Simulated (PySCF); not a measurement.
Homolysis of single bonds, series Al Cl-SH. All species are isolated molecules in the gas phase. One relaxed conformer stands for each flexible species; it need not be the lowest. Strings in code marks are SMILES.

The highest occupied spin orbital from two functionals at the same geometries (CAM-B3LYP-D3(BJ)/def2-TZVP), both in PySCF: PBE-D3(BJ)/def2-TZVP and TPSSh-D3(BJ)/def2-TZVP. 

```
species                                                                          PBE-D3(BJ)/def2-TZVP (eV)  TPSSh-D3(BJ)/def2-TZVP (eV)
-------------------------------------------------------------------------------  -------------------------  ---------------------------
radical fragment (`[Cl][Al][Cl]`)                                                                    -5.63                        -6.17
radical fragment (`[SH]`)                                                                            -6.12                        -6.76
radical fragment (`[SH][Al][Cl]` (H–S–Al–Cl torsion 180°))                                           -5.30                        -5.85
radical fragment (`[SH][Al][SH]` (H–S–Al–S torsion -180°, S–Al–S–H torsion 0°))                      -5.12                        -5.66
```

Over these rows, drawn at random from the members with no instability flagged (it was tested for open shells, ions and some series alone), PBE minus TPSSh-D3(BJ): mean +0.57 eV, from +0.54 eV to +0.63 eV.
